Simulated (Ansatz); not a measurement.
`[BH2][AlH][OH]` and `[BH2][AlH][SiH3]` differ in one atom or group.

Ansatz, PBE0-D4/def2-TZVP geometries, multiplicity 1. Each molecule was computed in one conformer, which needn't be the lowest.

```csv
property,`[BH2][AlH][OH]`
HOMO energy (ωB97M-V/def2-TZVPP) / eV,-9.64
HOMO–LUMO gap (B3LYP/def2-TZVPP) / eV,4.76
HOMO–LUMO gap (PBE0/def2-TZVPP) / eV,5.14
LUMO energy (ωB97M-V/def2-TZVPP) / eV,-0.40
LUMO energy (B3LYP/def2-TZVPP) / eV,-2.56
size of the dipole moment (PBE/def2-TZVPP) / D,0.72
```

Give the same properties after the change, and the shifts. (An estimate is asked.)

Ansatz gave: 
```csv
property,`[BH2][AlH][SiH3]`,shift
HOMO energy (ωB97M-V/def2-TZVPP) / eV,-9.17,0.47
HOMO–LUMO gap (B3LYP/def2-TZVPP) / eV,4.41,-0.35
HOMO–LUMO gap (PBE0/def2-TZVPP) / eV,4.78,-0.36
LUMO energy (ωB97M-V/def2-TZVPP) / eV,-0.50,-0.10
LUMO energy (B3LYP/def2-TZVPP) / eV,-2.59,-0.03
size of the dipole moment (PBE/def2-TZVPP) / D,0.46,-0.26
```

The zero-point energy changes by 27.1 kJ/mol with +6 modes. Dipoles are sizes alone; their direction can turn.

B3LYP here is the variant with VWN-RPA as its local correlation; programs differ in this.
